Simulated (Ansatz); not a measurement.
**AlNH (sextet): wave-function methods side by side, 6-31G**

How much of the correlation energy of AlNH (sextet) does each wave-function method recover here?

Method: 6-31G, core rule «outside noble gas», up to 6 orbitals frozen; program: Ansatz 0.2.0, Gaussian basis.

Plan: UHF; CCSD(T) on ROHF; CCSD(T) on UHF; BCCD(T) on ROHF; CISD; CCSDT(Q) on ROHF; CCSDT(Q) on UHF; CISDTQ; CCSDTQ on ROHF; CCSDTQ on UHF; CASSCF and MRCISD+Q, 9 electrons in 9 orbitals; CASSCF and MRCISD+Q(relaxed), 9 electrons in 9 orbitals; CASSCF and NEVPT2, 9 electrons in 9 orbitals; Full CI.

23 further runs of the same task are left out: 5 for a known fault of the program, 8 that didn't finish, 10 set aside as unsound or not needed.

## 1. The geometry

The geometry is a PBE0/def2-TZVP stationary point (not a proven minimum) of the parent state, kept for this charge and spin.

3 atoms, charge 0, spin multiplicity 6.

Atoms are counted from 1 here; the program's logs count them from 0.

Bond lengths: Al1–N2 1.909 Å, N2–H3 1.029 Å. Angles: Al1–N2–H3 108.4°.

## 2. UHF

Input file in.yaml:

```yaml
crystal:
  periodic: [false, false, false]
  atoms:
    - {symbol: Al, position_ang: [0.000000, -0.031887, 0.689947]}
    - {symbol: N, position_ang: [0.000000, 0.120874, -1.212902]}
    - {symbol: H, position_ang: [0.000000, -0.826124, -1.614269]}
basis:
  gaussian: {orbitals: 6-31G}
magnetization: {spin_polarized: true, initial_magnetization: 5}
hamiltonian: {xc: hf}
output: {orbitals: {seedname: orbitals}}
```

Command:

```bash
$ ansatz run in.yaml --threads 1 --pin off --events-out ev --progress --plain --max-ram 2393MiB
```

After this run come: CCSD(T) on ROHF; CCSD(T) on UHF; BCCD(T) on ROHF; CISD; CCSDT(Q) on ROHF; CCSDT(Q) on UHF; CISDTQ; CCSDTQ on ROHF; CCSDTQ on UHF; CASSCF and MRCISD+Q, 9 electrons in 9 orbitals; CASSCF and MRCISD+Q(relaxed), 9 electrons in 9 orbitals; CASSCF and NEVPT2, 9 electrons in 9 orbitals; Full CI.

Before running them: what should the planned runs give, taken together? Wanted: FCI below the RHF energy; RMP2 from FCI; UMP2 from FCI; RCCSD from FCI; RCCSD(T) from FCI; UCCSD(T) from FCI; RCCSDT(Q) from FCI; UCCSDT(Q) from FCI; NEVPT2 valence from FCI.

The runs gave:

```
                          quantity                                                                                                                                                                   value
          FCI below the RHF energy                                                                                                                                                              -2.2094 eV
                     RMP2 from FCI                                                                                                                                                              +470.1 meV
                     UMP2 from FCI                                                                                                                                                              +438.9 meV
                    RCCSD from FCI                                                                                                                                                               +29.8 meV
                 RCCSD(T) from FCI                                                                                                                                                                +8.4 meV
                 UCCSD(T) from FCI                                                                                                                                                                +7.2 meV
                RCCSDT(Q) from FCI                                                                                                                                                                +0.1 meV
                UCCSDT(Q) from FCI                                                                                                                                                                -1.2 meV
           NEVPT2 valence from FCI                                                                                                                                                              +259.5 meV
         MRCISD+Q valence from FCI                                                                                                                                                               +13.6 meV
MRCISD+Q(relaxed) valence from FCI                                                                                                                                                                -1.1 meV
 levels within 1 kcal/mol (43 meV)  RCCSD, UCCSD, RCCSD(T), UCCSD(T), BCCD(T), RCCSDT, UCCSDT, CISDTQ, RCCSDT(Q), UCCSDT(Q), RCCSDTQ, UCCSDTQ, MRCISD valence, MRCISD+Q valence, MRCISD+Q(relaxed) valence
                     T1 diagnostic                                                                                                                                                                   0.016
    effectively unpaired electrons                                                                                                                                                                    5.01
```

In words: RCCSD(T) lands +8.4 meV from the yardstick (0.4 % of the correlation energy). One determinant dominates. Of the multireference levels listed MRCISD+Q(relaxed) valence comes nearest in total energy (-1.1 meV), which doesn't show that its space is the better one. These misses are within one basis, not against nature; the frozen cores of restricted and unrestricted runs differ, which can shift their rows.
